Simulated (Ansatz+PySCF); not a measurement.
Two shapes of doublet CH4P.

Shape 1:

```xyz
6

C    -0.0394    0.0000   -0.8284
P     0.5483    0.0000    0.8548
H    -0.0514    0.9240   -1.3937
H    -0.0514   -0.9240   -1.3937
H    -0.2031   -1.0228    1.3805
H    -0.2031    1.0228    1.3805
```

Shape 2:

```xyz
6

C    -0.0212    0.0000   -0.8412
P     0.5665    0.0000    0.8421
H    -0.0332    0.9240   -1.4064
H    -0.0332   -0.9240   -1.4064
H    -0.2395   -1.0972    1.4060
H    -0.2395    1.0972    1.4060
```

Basis set: cc-pVTZ on H, C; cc-pV(T+d)Z on P (spherical functions). Correlated methods keep 6 orbitals frozen. Correlation on ROHF uses semicanonical orbitals with singles. Charge 0, multiplicity 2.

Computed with Ansatz (development build ahead of 0.2.0) and PySCF 2.14.0; each method stands on the lowest determinant of its kind that the runs found.

Task: Which shape is lower in energy, and by how much in each method?

Result:

| method | E(2) − E(1) (eV) |
| --- | --- |
| ROHF | 0.074 |
| UHF | 0.072 |
| ROHF-MP2 | 0.059 |
| UHF-MP2 | 0.059 |
| ROHF-CCSD(T) | 0.029 |

Shape 1 is lower.
